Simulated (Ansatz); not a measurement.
System: solid iodine. Method: PBE+SOC (Ansatz, a program for electronic structure, plane waves, PAW).

Settings: plane-wave cutoff 520 eV, 8×8×4 k mesh (along the axes of the cell as run), Fermi–Dirac smearing 0.01 eV, PAW data made under PBE.

Cell (relaxed at this level):

```yaml
crystal:
  lattice:
    - [2.29710, -4.51108, 0.00000]
    - [2.29710, 4.51108, 0.00000]
    - [0.00000, 0.00000, 9.90829]
  atoms:
    - { symbol: I, position: [0.83924, 0.83924, 0.87762] }
    - { symbol: I, position: [0.66076, 0.66076, 0.37762] }
    - { symbol: I, position: [0.33924, 0.33924, 0.62238] }
    - { symbol: I, position: [0.16076, 0.16076, 0.12238] }
```

Task: Predict the bulk modulus, band gap and smallest direct gap on the k points sampled.

Result: 
bulk modulus: 1.26 GPa
band gap: 0.79 eV (indirect)
smallest direct gap on the k points sampled: 0.90 eV

Note: for a layered or molecular solid the relaxed cell lies over 5 % above the published volume, where the minimum can be shallow; the cell comes from a level without a dispersion term, which matters for the spacing of layers, chains or molecules; the bulk modulus comes from volumes at which shape and atoms were relaxed.

Computed values are for the static lattice.

It cost very roughly 2.4 core-hours of CPU time.
